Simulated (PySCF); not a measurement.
Predicted microwave data (PBE0-D3(BJ)/def2-SVP geometry optimisation, gas phase (PySCF)) for one isomer of C5H12S:

```
Rotational constants : A = 4336, B = 1693, C = 1687 MHz
Dipole components    : |μa| = 1.27 D, |μb| = 0.45 D, |μc| = 0.75 D
Inertial defect      : -115.45 u·Å²
κ                    : -1.00
```

Question: Which structure is it? (One computed conformer of each.)
A. `[CH3:1][CH2:2][C@H:3]([CH3:4])[S:5][CH3:6]` with C1–C2–C3–C4 -174°, C2–C3–S5–C6 62°
B. `[CH3:1][C:2]([CH3:3])([CH3:4])[CH2:5][SH:6]` with C2–C5–S6–H 75°
C. `[CH3:1][CH:2]([CH3:3])[CH2:4][CH2:5][SH:6]` with C1–C2–C4–C5 64°, C2–C4–C5–S6 180°, C4–C5–S6–H -62° (3-methyl-1-butanethiol)

Answer: B. It is CC(C)(C)CS. The candidates at the same level (rigid rotor, commonest isotopes):

| SMILES | A (MHz) | B (MHz) | C (MHz) | μa (D) | μb (D) | μc (D) | Δ (u·Å²) | point group | rotor |
| --- | --- | --- | --- | --- | --- | --- | --- | --- | --- |
| CC[C@H](C)SC | 3143 | 2223 | 1692 | 0.55 | 0.66 | 1.31 | -89.36 | C1 | asymmetric top |
| CC(C)CCS | 6590 | 1121 | 1012 | 1.50 | 0.37 | 0.79 | -28.13 | C1 | near-prolate asymmetric top |
| CC(C)(C)CS | 4336 | 1693 | 1687 | 1.27 | 0.45 | 0.75 | -115.45 | – | – |

`CC(C)CCS` has A 52 % too high; `CC[C@H](C)SC` has B 31 % too high. No structure here is proved a minimum.
